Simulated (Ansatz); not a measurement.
Scan of AlSi, quartet

Starting geometry (PBE0/def2-TZVP stationary point for this spin):

```xyz
2

Si    0.0000    0.0000    0.0000
Al    0.0000    0.0000    2.4162
```

From there Al2 moves along the line of the two atoms named below, all else staying in place; atoms are numbered as listed. Energies are in kJ/mol, counted from the starting geometry at the same level.

Basis cc-pVDZ; Ansatz 0.2.0. Correlated methods freeze the noble-gas cores. Prefix R: restricted or restricted open-shell reference; prefix U: unrestricted.

Full CI is exact within this basis and frozen core; it isn't the basis-set limit. The frozen core follows each run's orbitals, which can shift R against U totals by a few meV.

```json
{"distance Si1-Al2 (Å)": "1.959", "full CI": "171.1", "unpaired electrons (full CI)": "3.09", "error UMP2": "-6.0", "error RCCSD(T)": "-0.8", "error UCCSD(T)": "-0.7", "error UCCSDT": "0.0", "error RCCSDT(Q)": "0.0", "error UCCSDT(Q)": "0.1"}
{"distance Si1-Al2 (Å)": "2.135", "full CI": "56.2", "unpaired electrons (full CI)": "3.10", "error UMP2": "-4.2", "error RCCSD(T)": "-0.5", "error UCCSD(T)": "-0.4", "error UCCSDT": "0.0", "error RCCSDT(Q)": "0.0", "error UCCSDT(Q)": "0.1"}
{"distance Si1-Al2 (Å)": "2.416", "full CI": "0.0", "unpaired electrons (full CI)": "3.11", "error UMP2": "0.0", "error RCCSD(T)": "0.0", "error UCCSD(T)": "0.0", "error UCCSDT": "0.0", "error RCCSDT(Q)": "0.0", "error UCCSDT(Q)": "0.0"}
{"distance Si1-Al2 (Å)": "2.594", "full CI": "3.8", "unpaired electrons (full CI)": "3.11", "error UMP2": "2.1", "error RCCSD(T)": "0.2", "error UCCSD(T)": "0.3", "error UCCSDT": "0.0", "error RCCSDT(Q)": "0.0", "error UCCSDT(Q)": "-0.1"}
{"distance Si1-Al2 (Å)": "2.902", "full CI": "37.2", "unpaired electrons (full CI)": "3.11", "error UMP2": "5.9", "error RCCSD(T)": "0.9", "error UCCSD(T)": "1.0", "error UCCSDT": "0.2", "error RCCSDT(Q)": "0.0", "error UCCSDT(Q)": "-0.2"}
{"distance Si1-Al2 (Å)": "3.288", "full CI": "89.9", "unpaired electrons (full CI)": "3.12", "error UMP2": "12.2", "error RCCSD(T)": "2.6", "error UCCSD(T)": "3.1", "error UCCSDT": "0.6", "error RCCSDT(Q)": "-0.1", "error UCCSDT(Q)": "-0.4"}
{"distance Si1-Al2 (Å)": "3.822", "full CI": "148.9", "unpaired electrons (full CI)": "3.16", "error UMP2": "14.2", "error RCCSD(T)": "5.3", "error UCCSD(T)": "6.0", "error UCCSDT": "1.3", "error RCCSDT(Q)": "-0.5", "error UCCSDT(Q)": "-0.3"}
{"distance Si1-Al2 (Å)": "4.359", "full CI": "184.1", "unpaired electrons (full CI)": "3.23", "error UMP2": "8.5", "error RCCSD(T)": "3.3", "error UCCSD(T)": "3.5", "error UCCSDT": "1.6", "error RCCSDT(Q)": "0.4", "error UCCSDT(Q)": "1.0"}
{"distance Si1-Al2 (Å)": "5.424", "full CI": "208.2", "unpaired electrons (full CI)": "3.31", "error UMP2": "2.6", "error RCCSD(T)": "-1.8", "error UCCSD(T)": "-1.9", "error UCCSDT": "0.1", "error RCCSDT(Q)": "0.8", "error UCCSDT(Q)": "1.0"}
{"distance Si1-Al2 (Å)": "6.532", "full CI": "212.8", "unpaired electrons (full CI)": "3.28", "error UMP2": "1.6", "error RCCSD(T)": "-3.0", "error UCCSD(T)": "-3.1", "error UCCSDT": "-0.8", "error RCCSDT(Q)": "0.2", "error UCCSDT(Q)": "0.3"}
{"distance Si1-Al2 (Å)": "8.318", "full CI": "214.1", "unpaired electrons (full CI)": "3.19", "error UMP2": "1.4", "error RCCSD(T)": "-3.3", "error UCCSD(T)": "-3.4", "error UCCSDT": "-1.1", "error RCCSDT(Q)": "-0.1", "error UCCSDT(Q)": "0.0"}
```

Unpaired electrons are Σ n²(2−n)² over natural occupations. Errors are those of relative energies. In total energy the starting point itself misses full CI by: UMP2 98.6, RCCSD(T) 5.6, UCCSD(T) 5.6, UCCSDT 1.3, RCCSDT(Q) 0.2, UCCSDT(Q) 0.1 kJ/mol.

Spread of the error over the points with a reference, to 8.318 Å (largest less smallest): RCCSDT(Q) 1.3, UCCSDT(Q) 1.4, UCCSDT 2.7, RCCSD(T) 8.6, UCCSD(T) 9.4, UMP2 20.2 kJ/mol.

Going outwards, the relative energy of UMP2 first misses by more than 4.2 kJ/mol (1 kcal/mol) at 2.902 Å.
